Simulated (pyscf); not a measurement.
Structures and frequencies: ωB97X-D3(BJ)/def2-SVP in PySCF.

Task: PBE/def2-TZVP puts the barrier of H₂As–In [singlet] + SiH₄ -> H₃Si–InH–AsH₂ (insertion; singlet surface; H–Si broken, In–Si, H–In formed) at 113.0 kJ/mol and the reaction energy at -0.7 kJ/mol, from the separated reactants. What do B3LYP-D3(BJ)/def2-TZVP, M06-2X/def2-TZVP, ωB97M-D3(BJ)/def2-TZVP give on the same structures?

Result: B3LYP-D3(BJ): ΔE‡ = 142.3 kJ/mol, ΔE = +13.7 kJ/mol; M06-2X: ΔE‡ = 143.7 kJ/mol, ΔE = +5.8 kJ/mol; ωB97M-D3(BJ): ΔE‡ = 142.3 kJ/mol, ΔE = -2.3 kJ/mol. PBE's barrier lies under all of them, by 29.2 to 30.6 kJ/mol. Its reaction energy lies among theirs. Low barriers are usual for a GGA, whose delocalisation error favours stretched bonds. On the reactant side the descent ends in a complex (not fully relaxed), 26.8 kJ/mol under the separated species and 149.9 kJ/mol under the saddle at ωB97X-D3(BJ)/def2-TZVP. At ωB97X-D3(BJ)/def2-TZVP the barrier from the zero used here is 123.1 kJ/mol. One saddle was located; it need not be the lowest between these sides. Elements up to Kr have no core potential and no relativistic terms here. Elements past Kr carry the def2 core potentials, without spin-orbit coupling.
